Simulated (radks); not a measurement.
**O²⁻ held by a Watson sphere**

Aim: the size and levels of O²⁻ inside a shell of charge +2 and radius R, which stands for the Madelung well of a crystal, for several R.

The numbers are computed with radks (a radial shooting solver on a logarithmic mesh, Libxc functionals) version 1 (non-relativistic Kohn-Sham, r2SCAN, spin-polarised, spherical densities, point nucleus), except any that are marked as measured or tabulated.

## Step 1: The atom as given

```
element       : oxygen (Z = 8)
charge        : -2
electrons     : 10
configuration : [Ne]
```

Outer shells as boxes (Hund's rule):

O²⁻
```
[He] core
2s [↑↓]
2p [↑↓][↑↓][↑↓]
```

## Step 2: R = 1.96 bohr

Settings of this run:

```text
Z 8
configuration [Ne]
relativity non-relativistic
functional r2scan,r2scan
spin polarised
nucleus point
watson charge 2 radius 1.96 bohr
```

## Step 3: R = 2.29 bohr

Input: that of step 2 with these lines changed.

```diff
@@ -6,2 +6,2 @@
 nucleus point
-watson charge 2 radius 1.96 bohr
+watson charge 2 radius 2.29 bohr
```

## Step 4: R = 2.89 bohr

Input: that of step 3 with these lines changed.

```diff
@@ -6,2 +6,2 @@
 nucleus point
-watson charge 2 radius 2.29 bohr
+watson charge 2 radius 2.89 bohr
```

## Step 5: R = 2.98 bohr

Input: that of step 4 with these lines changed.

```diff
@@ -6,2 +6,2 @@
 nucleus point
-watson charge 2 radius 2.89 bohr
+watson charge 2 radius 2.98 bohr
```

## Step 6: R = 3.06 bohr

Input: that of step 5 with these lines changed.

```diff
@@ -6,2 +6,2 @@
 nucleus point
-watson charge 2 radius 2.98 bohr
+watson charge 2 radius 3.06 bohr
```

## Step 7: R = 3.21 bohr

Input: that of step 6 with these lines changed.

```diff
@@ -6,2 +6,2 @@
 nucleus point
-watson charge 2 radius 3.06 bohr
+watson charge 2 radius 3.21 bohr
```

## Step 8: R = 3.82 bohr

Input: that of step 7 with these lines changed.

```diff
@@ -6,2 +6,2 @@
 nucleus point
-watson charge 2 radius 3.21 bohr
+watson charge 2 radius 3.82 bohr
```

What does the calculation give? Wanted: for each run, R; highest level; its <r>; sum of <r²>.

The runs gave:

```
R (bohr)  highest level (eV)  its <r> (bohr)  sum of <r²> (bohr²)
    1.96              -8.207           1.470                20.99
    2.29              -7.027           1.544                23.20
    2.89              -5.312           1.663                27.23
    2.98              -5.098           1.680                27.84
    3.06              -4.916           1.694                28.39
    3.21              -4.596           1.721                29.44
    3.82              -3.534           1.825                33.93
```

What this shows: From R = 1.96 to 3.82 bohr the top level moves from -8.207 to -3.534 eV and its mean radius from 1.47 to 1.83 bohr. A wider sphere makes a shallower well, so the ion swells.
